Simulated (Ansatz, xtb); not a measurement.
## A geometry optimisation of CH6OSi+ with r2SCAN-D4/def2-SVP

The starting geometry of this gas-phase doublet has its atoms placed at random.

```yaml
atoms:
  - { symbol: C, position_ang: [0.0111, 2.0170, 0.4665] }
  - { symbol: O, position_ang: [0.5549, 0.9792, -1.1960] }
  - { symbol: Si, position_ang: [-0.8760, -0.4508, 0.5205] }
  - { symbol: H, position_ang: [-0.2803, 0.4344, 1.6696] }
  - { symbol: H, position_ang: [-1.6849, 0.1068, 1.3680] }
  - { symbol: H, position_ang: [0.3245, 1.1428, -1.9711] }
  - { symbol: H, position_ang: [-0.0019, 0.3479, -0.1223] }
  - { symbol: H, position_ang: [-1.0234, 0.2590, -1.1624] }
  - { symbol: H, position_ang: [0.9853, -0.4677, 0.0966] }
```

Problem. Guess where an optimisation with r2SCAN-D4/def2-SVP ends from this start.

Solution. It ends as `[OH2+][CH][SiH3]`. Distances that change by over a tenth: O2–H6 (0.82 → 0.98 Å), Si3–H5 (1.30 → 1.48 Å). Contacts that open: Si3–H4 (1.57 → 2.77 Å), Si3–H7 (1.35 → 2.92 Å). Contacts that close: C1–O2 (2.03 → 1.47 Å), C1–Si3 (2.62 → 1.89 Å), C1–H4 (2.01 → 1.09 Å), O2–H7 (1.36 → 0.98 Å), Si3–H8 (1.83 → 1.49 Å), Si3–H9 (1.91 → 1.49 Å).

The energy falls by 15.59 eV over 26 steps:

```
step  E − E(last) (eV)
   1            15.594
   4             7.159
   7             4.054
   9             3.422
  12             1.302
  15             0.198
  18             0.018
  20             0.005
  23             0.001
  26             0.000
```

Final geometry (Å):

```xyz
9

C     0.1200    1.0751    0.3164
O     0.6573    1.2987   -1.0313
Si   -0.9375   -0.4727    0.5892
H     0.6066    1.7856    0.9916
H    -2.0596   -0.0636    1.4679
H     0.9152    2.2175   -1.2635
H     0.1576    0.8671   -1.7592
H    -1.3661   -0.7936   -0.8055
H    -0.0843   -1.5453    1.1637
```

From the same start GFN2-xTB reaches the same bonding as this run.

From so rough a start the end depends on the optimiser's path, so another program may land elsewhere. The end wasn't checked by frequencies. Open shells are spin-unrestricted. Run with Ansatz 0.2.0, 87 s on 1 thread of Intel(R) Xeon(R) 6975P-C (Granite Rapids), on a shared host.
